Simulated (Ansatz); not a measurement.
C₄H₈O (`CCC(C)=O`). The species carries charge 0 and has multiplicity 1. The geometry is a stationary point of PBE0-D4/def2-TZVP. It is one conformer, not always the lowest.

```xyz
13

C     1.565    1.084   -0.204
C     0.538    0.005   -0.470
C    -0.594   -0.021    0.532
C    -1.662   -1.059    0.305
O    -0.642    0.747    1.461
H     1.104    2.073   -0.223
H     2.015    0.959    0.782
H     2.358    1.057   -0.952
H     0.996   -0.992   -0.472
H     0.094    0.111   -1.467
H    -1.221   -2.059    0.271
H    -2.405   -1.010    1.098
H    -2.146   -0.894   -0.662
```

(1) What is the dipole moment at ωB97M-V/def2-TZVPP? (An estimate is asked.)

(2) And with PBE, r2SCAN, B3LYP? (Estimate.)

(3) Give the Mulliken charges with ωB97M-V, r2SCAN, B3LYP in def2-TZVPP. (Best estimate.)

Answers

(1) Computed: 2.86 D, with components (0.16, -1.79, -2.22) D in this frame, pointing from negative to positive charge.

(2) Computed: PBE 2.73 D, r2SCAN 2.84 D, B3LYP 2.86 D.

(3) Computed: 
| atom | ωB97M-V | r2SCAN | B3LYP |
| --- | --- | --- | --- |
| C1 | -0.31 | -0.12 | -0.24 |
| C2 | -0.15 | -0.02 | -0.10 |
| C3 | 0.20 | 0.23 | 0.19 |
| C4 | -0.29 | -0.15 | -0.24 |
| O5 | -0.30 | -0.32 | -0.29 |
| H6 | 0.11 | 0.05 | 0.09 |
| H7 | 0.11 | 0.05 | 0.09 |
| H8 | 0.10 | 0.04 | 0.08 |
| H9 | 0.10 | 0.03 | 0.07 |
| H10 | 0.10 | 0.03 | 0.07 |
| H11 | 0.11 | 0.06 | 0.09 |
| H12 | 0.12 | 0.07 | 0.11 |
| H13 | 0.11 | 0.06 | 0.09 |

B3LYP here is the variant with VWN-RPA as its local correlation; programs differ in this.
